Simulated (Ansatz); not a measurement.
```yaml
crystal:
  periodic: [false, false, false]
  atoms:
    - {symbol: Au, position_ang: [0.000000, 0.000000, 0.000000]}
    - {symbol: O, position_ang: [0.000000, 0.000000, 2.020000]}
basis:
  gaussian: {orbitals: def2-TZVP}
total_charge: 1
magnetization: {spin_polarized: true, initial_magnetization: 2}
hamiltonian: {xc: pbe0}
relax: {f_tol: 0.004, max_steps: 80}
```

```sh
$ ansatz run in.yaml --threads 1 --pin off --events-out ev --progress --plain --max-ram 2176MiB
```

Steps of the relaxation (energy above the last step; positions in Å, forces in eV/Å):

```
2
step 1, 62.8 meV
Au    0.000    0.000    0.000    0.000    0.000    0.932
O     0.000    0.000    2.020    0.000    0.000   -0.932
```

```
2
step 2, 23.2 meV
Au    0.000    0.000    0.025    0.000    0.000    0.646
O     0.000    0.000    1.995    0.000    0.000   -0.646
```

```
2
step 3, 0.0 meV
Au    0.000    0.000    0.057    0.000    0.000    0.022
O     0.000    0.000    1.963    0.000    0.000   -0.022
```

```
2
step 4, 0.0 meV
Au    0.000    0.000    0.058    0.000    0.000   -0.001
O     0.000    0.000    1.962    0.000    0.000    0.001
```

Close pairs at the end: Au1–O2 1.905 Å.

A stationary point of unrestricted PBE0 after 4 steps, with ⟨S²⟩ = 2.023 against 2.00 for a pure state. 18 s on 1 thread of Arm Neoverse V2, shared host.
